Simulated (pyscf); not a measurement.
# Routes from H₃C–SiH(Cl)–Cl + H•

Candidate steps break at most two bonds and form at most two. Each was searched with GFN2-xTB (tblite) first. Structures and frequencies: ωB97X-D3(BJ)/def2-SVP in PySCF. Energies: ωB97M-D3(BJ)/def2-TZVP, kJ/mol, from the separated reactants, doublet surface; ΔG‡ with ideal gas, 1 atm, RRHO with modes under 100 cm⁻¹ raised to 100, one conformer, R ln 2 for chiral ones without a mode under 150 cm⁻¹.

| products | type | ΔE‡ | ΔE | ΔG‡ 298 K | ΔG‡ 900 K | ν‡ (cm⁻¹) |
|---|---|---|---|---|---|---|
| H₃C–Si•(Cl)–Cl + H₂ | hydrogen abstraction | 20.4 | -44.8 | 39.7 | 92.9 | 1024i |
| CH₄ + Cl–SiH•–Cl | substitution at C | 122.8 | -60.6 | 150.8 | 206.3 | 1506i |

Plain bond fissions and candidates not yet searched are not listed, and one of them may be faster. Each barrier is that of the saddle found; lower ones may exist.
